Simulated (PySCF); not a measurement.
These are PBE-D3(BJ)/def2-TZVP (PySCF) values and carry that method's errors. Gas-phase values, no solvent. One relaxed conformer stands for a flexible species; it need not be the lowest. Excitations are Tamm–Dancoff values on a coarser integration grid. The basis has no diffuse functions, so Rydberg states are missing or too high.

Reference species (SMILES): `[Al]([F])([F])[F]` (neutral, multiplicity 1).

```json
{
  "S1–T1 gap (TDA)": "0.21 eV",
  "S1 excitation (TDA)": "7.19 eV"
}
```

Changed species: `[F][Al]([SH])[SH]` (S–Al–S–H torsion 0°, S–Al–S–H torsion -179°) (2 of 3 F replaced by SH; the reference has 0 of 3 F replaced by SH).

Problem. What does the change do to the S1–T1 gap (TDA) and S1 excitation (TDA)?

Solution. the S1–T1 gap (TDA) increases by 0.03 eV, to 0.24 eV; the S1 excitation (TDA) decreases by 2.16 eV, to 5.03 eV.
